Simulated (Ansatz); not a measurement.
Zinc-blende HgTe was calculated with LC-ωPBE (PAW; Ansatz, an electronic-structure program).

Numerical settings: plane-wave cutoff 460 eV, 8×8×8 k mesh, Fermi–Dirac smearing 0.01 eV, scalar-relativistic PAW data made under PBE.

Energies at three volumes about the minimum:

```
V (Å³/atom)  E − E_lowest (meV/atom)
-----------  -----------------------
32.665                          1.24
33.152                          0.00
33.981                          3.40
```

Problem. Fit a parabola by hand: where is the minimum, what lattice constant follows, and what is the bulk modulus?

Solution. Slopes: (0.00 − 1.24)/(33.152 − 32.665) = -2.546 and (3.40 − 0.00)/(33.981 − 33.152) = 4.101 meV/Å³. Curvature E″ = 2 × (4.101 − (-2.546))/(33.981 − 32.665) = 10.102 meV/Å⁶. From the middle of the first interval, the slope vanishes at V0 = 32.9085 − (-2.546)/10.102 = 33.161 Å³/atom. B = V0 E″ = 33.161 × 10.102 meV/Å³ × 0.1602 GPa per meV/Å³ = 53.7 GPa. With 8 atoms in the cube, a = (8 × 33.161)^(1/3) = 6.425 Å. The full Birch–Murnaghan fit to all volumes gives V0 = 33.149 Å³/atom and B0 = 54.7 GPa.

Measured, for comparison: bulk modulus 42.3 GPa (temperature not stated, not corrected to a static lattice; as tabulated in Toher et al. (2017), arXiv:1611.05714); lattice constant a 6.46 Å (room temperature, not corrected to a static lattice; as tabulated in Cava et al. (2013), arXiv:1302.1059). Computed (rounded) less measured: bulk modulus +29 %.
